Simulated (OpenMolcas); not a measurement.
AlH2Cl (SMILES [AlH2][Cl]): methods side by side

AlH2Cl has 4 atoms, charge 0, and is taken as a singlet. As SMILES, `[AlH2][Cl]`. The shape comes from GFN2-xTB, which is rough for such elements, and wasn't checked as a minimum.

```xyz
4

Al   -0.0629    0.0066   -0.0735
Cl    1.2461   -0.1310    1.4504
H    -1.3127   -0.8852   -0.1542
H     0.1295    1.0096   -1.2227
```

Quantity: the energy change with the Al1–Cl2 bond stretched from 2.014 to 2.517 Å, in eV. The values are calculated.

```csv
level,kind,program,value (eV),less FCI/STO-3G,CPU time (all runs)
SVWN5/STO-3G (restricted),LDA,OpenMolcas,1.24,-0.01,5.9 s
PBE/STO-3G (restricted),GGA,OpenMolcas,1.08,-0.17,7.2 s
r2SCAN/STO-3G (restricted),meta-GGA,OpenMolcas,1.18,-0.07,7.6 s
M06-2X/STO-3G (restricted),hybrid meta-GGA,OpenMolcas,1.28,+0.03,7.3 s
MP2/STO-3G (restricted),perturbation theory,OpenMolcas,1.31,+0.06,3.5 s
ACPF/STO-3G (restricted),coupled cluster or CI,OpenMolcas,1.25,0.00,4 s
CISD/STO-3G (restricted),coupled cluster or CI,OpenMolcas,1.26,+0.01,3.9 s
FCI/STO-3G,exact in the basis,OpenMolcas,1.25,0.00,11 s
```

FCI/STO-3G is exact within its basis and frozen core, so for wave-function methods in that basis the difference is their error; functionals converge differently with the basis, so for them it is only a difference. The first shape isn't each level's own minimum. The values span 1.08 to 1.31 eV. All rows use very small basis sets, so even the best lies far from the true value. CPU times are rough (shared hosts, several kinds of processor): they show what a rung costs within a factor of a few.
